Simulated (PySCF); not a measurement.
# Assignment exercise: C9H10N2

Atom-mapped SMILES (the numbers label the heavy atoms): `[CH3:1][N:2]([CH3:3])[c:4]1[cH:5][cH:6][c:7]([C:8]#[N:9])[cH:10][cH:11]1`; H(Xn) means a hydrogen on atom n.

PySCF calculation with shieldings: GIAO PBE0/pcSseg-1 and geometry: GFN2-xTB; no relativistic terms, fast rotation and ring inversion assumed for equivalent nuclei, single conformer, isolated molecule.

Shifts are taken against calculated references (same method and geometry level): TMS for ¹³C (σ = 186.93 ppm) and ¹H (σ = 31.72 ppm).

**Question.** Assign these signals to the numbered atoms. ¹³C{¹H} NMR (computed): δ 153.1 (C), 141.2 (CH), 125.5 (C), 113.9 (CH), 103.0 (C), 42.7 (CH3).

**Answer.** 
153.1 → C4, aromatic carbon bearing nitrogen: an ipso carbon deshielded by its heteroatom
141.2 → C6/C10, aromatic CH
125.5 → C8, nitrile carbon: typical of a nitrile
113.9 → C5/C11, aromatic CH: it is ortho or para to a lone-pair donor and shielded by resonance
103.0 → C7, substituted aromatic carbon
42.7 → C1/C3, methyl carbon bonded to N: pulled downfield by the heteroatom

**Question.** Assign these signals to the numbered atoms. ¹H NMR (600 MHz, computed): δ 7.82 (d, 2H), 6.58 (d, 2H), 3.17 (s, 6H).

**Answer.** 
| δ (ppm) | atoms | environment | reason |
| --- | --- | --- | --- |
| 7.82 | H(C6)/H(C10) | hydrogen on an aromatic CH | the ring current deshields protons in the ring plane |
| 6.58 | H(C5)/H(C11) | hydrogen on an aromatic CH | – |
| 3.17 | H(C1)/H(C3) | hydrogen on a methyl carbon bonded to N | its carbon carries N, an electronegative neighbour |

Shifts are as computed. Against solution values, carbons near 30 ppm lie about +3 ppm off and those near 130 ppm about +5 ppm. Of 1211 compounds with measured shifts, 218 miss one by over three times the rms of a fit or turn the order of signals round; such compounds aren't used in these exercises. No couplings were computed; multiplicities are counted from neighbouring protons, with m where these are inequivalent, close in shift, in a saturated or five-membered ring or joined by F or P, and br s for small geminal =CH2 splittings.
